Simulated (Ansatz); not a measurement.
A calculation with Ansatz (development build ahead of 0.2.0).

```yaml
crystal:
  periodic: [false, false, false]
  atoms:
    - { symbol: P, position_ang: [-0.11262, -0.0126, -1.06183] }
    - { symbol: P, position_ang: [-0.10818, -0.03789, 0.88284] }
basis:
  gaussian: { orbitals: STO-3G }
hamiltonian:
  xc: hf
correlation:
  method: mp2
  frozen_orbitals: { P: 5 }
```

The input is written out in the form of the current development build from the run's settings.

The run gave:

```
Converged                       : yes
Reference energy                : -673.74469 hartree
Correlation energy              : -0.16764 hartree
Total energy                    : -673.91233 hartree
Spin squared of the determinant : 0.000
```
